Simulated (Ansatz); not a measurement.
For 2H MoS2, LDA (PAW; Ansatz, an electronic-structure program) gives:

| Item | Value |
|---|---|
| equilibrium lattice constant a | 3.122 Å |
| c axis length | 12.077 Å |

### Question
What does HSE06-D3(BJ) (PAW; Ansatz) give for the same quantities?

### Answer

- lattice constant a: 3.111 Å (decreases by 0.4 %)
- lattice parameter c: 11.904 Å (drops by 1.4 %)

For comparison: lattice constant a 3.16 Å (measured, 300 K, no zero-point or thermal correction; as tabulated in arXiv:1605.07067); lattice parameter c 12.294 Å (measured, 300 K, not corrected to a static lattice; as tabulated in arXiv:1605.07067).

Changes are worked out from the printed values.

Unless a cell is named, each level is at its own relaxed cell (LDA 16.99, HSE06-D3(BJ) 16.63 Å³/atom).

The crystal itself was run without spin with LDA; a magnetic state was not tried in these runs.

Caveats: LDA has no dispersion term either, though it tends to give short spacings of layers, chains or molecules (LDA). Ansatz's density-functional and Hartree–Fock values are scalar-relativistic unless marked +SOC, with PAW data made under PBE.
